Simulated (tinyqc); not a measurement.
Worked calculation: coupled-perturbed Hartree-Fock on RHF in the sto-3g basis, for H2F+, spin multiplicity 1. One step of it, computed by the program tinyqc.

Task: Coupled step 1. U_ai = -(mu_ai + sum_bj [4 (ai|bj) - (ab|ij) - (aj|bi)] U_bj) / (e_a - e_i); alpha = -4 sum U_ai mu_ai.

uncoupled U:
```
          i1         i2        i3         i4        i5
a6  0.001079  -0.010080  0.000000  -0.459328  0.000000
a7  0.000000   0.000000  0.503945   0.000000  0.000000
```

dipole integrals <a|z|i> (bohr):
```
           i1        i2         i3        i4        i5
a6  -0.028526  0.018626   0.000000  0.405191  0.000000
a7   0.000000  0.000000  -0.558460  0.000000  0.000000
```

orbital energies (hartree): MO1 -26.547703, MO2 -1.955152, MO3 -1.072038, MO4 -0.989417, MO5 -0.976727, MO6 -0.107279, MO7 0.036138

Two-electron integrals over orbitals (pq|rs), unique and non-zero (hartree):
```
(11|11) 5.363562    (21|11) -0.510537   (21|21) 0.076918    (22|11) 1.213534
(22|21) -0.020759   (22|22) 0.860247    (31|31) 0.017185    (32|31) 0.025372
(32|32) 0.150696    (33|11) 0.963517    (33|21) -0.008374   (33|22) 0.739299
(33|33) 0.703898    (41|11) 0.108435    (41|21) -0.014344   (41|22) 0.010593
(41|33) 0.004139    (41|41) 0.026899    (42|11) -0.089761   (42|21) 0.006470
(42|22) -0.010445   (42|33) -0.007143   (42|41) 0.031055    (42|42) 0.163438
(43|31) -0.002733   (43|32) 0.009120    (43|43) 0.048158    (44|11) 1.142479
(44|21) -0.013590   (44|22) 0.814397    (44|33) 0.691476    (44|41) -0.008938
(44|42) -0.080549   (44|44) 0.863749    (51|51) 0.029563    (52|51) 0.039498
(52|52) 0.184649    (53|53) 0.036834    (54|51) -0.007829   (54|52) -0.029169
(54|54) 0.051309    (55|11) 1.264021    (55|21) -0.014491   (55|22) 0.885038
(55|33) 0.728764    (55|41) 0.003107    (55|42) -0.049772   (55|44) 0.824280
(55|55) 0.997514    (61|11) 0.182893    (61|21) -0.028761   (61|22) 0.004699
(61|33) 0.002108    (61|41) -0.006889   (61|42) -0.018308   (61|44) 0.010859
(61|55) 0.005199    (61|61) 0.016961    (62|11) -0.253140   (62|21) 0.006766
(62|22) -0.130612   (62|33) -0.079402   (62|41) -0.016790   (62|42) -0.047731
(62|44) -0.091632   (62|55) -0.135089   (62|61) 0.005173    (62|62) 0.066599
(63|31) -0.003297   (63|32) 0.024987    (63|43) 0.020372    (63|63) 0.072889
(64|11) -0.289722   (64|21) 0.004124    (64|22) -0.158517   (64|33) -0.091140
(64|41) -0.005566   (64|42) 0.009583    (64|44) -0.162285   (64|55) -0.163189
(64|61) 0.000796    (64|62) 0.057877    (64|64) 0.084059    (65|51) -0.011952
(65|52) -0.047034   (65|54) -0.011093   (65|65) 0.022393    (66|11) 0.644547
(66|21) -0.005049   (66|22) 0.535536    (66|33) 0.525388    (66|41) 0.013494
(66|42) 0.060935    (66|44) 0.513972    (66|55) 0.516237    (66|61) -0.004506
(66|62) -0.042826   (66|64) -0.022092   (66|66) 0.523050    (71|31) 0.016275
(71|32) 0.023239    (71|43) -0.002648   (71|63) -0.002798   (71|71) 0.015425
(72|31) 0.017927    (72|32) 0.073043    (72|43) -0.018568   (72|63) -0.022660
(72|71) 0.016436    (72|72) 0.058372    (73|11) 0.433660    (73|21) -0.008128
(73|22) 0.226223    (73|33) 0.167764    (73|41) -0.000898   (73|42) -0.052167
(73|44) 0.204723    (73|55) 0.242708    (73|61) 0.004381    (73|62) -0.064516
(73|64) -0.095690   (73|66) 0.012560    (73|73) 0.167079    (74|31) -0.006240
(74|32) -0.048929   (74|43) 0.004968    (74|63) -0.046370   (74|71) -0.005998
(74|72) -0.010590   (74|74) 0.047622    (75|53) 0.025787    (75|75) 0.019942
(76|31) -0.008661   (76|32) -0.085343   (76|43) -0.053091   (76|63) -0.091474
(76|71) -0.008292   (76|72) 0.002434    (76|74) 0.061737    (76|76) 0.166149
(77|11) 0.763596    (77|21) -0.007330   (77|22) 0.590066    (77|33) 0.587913
(77|41) 0.002764    (77|42) 0.005911    (77|44) 0.568175    (77|55) 0.579463
(77|61) 0.001911    (77|62) -0.039217   (77|64) -0.031993   (77|66) 0.517233
(77|73) 0.069021    (77|77) 0.553548
```

Give: U after step 1; polarisability.

Result:

U after step 1:
```
        i1      i2      i3       i4      i5
a6  0.0004  0.0570  0.0000  -0.4325  0.0000
a7  0.0000  0.0000  0.4245   0.0000  0.0000
```

polarisability = 1.6451 bohr^3
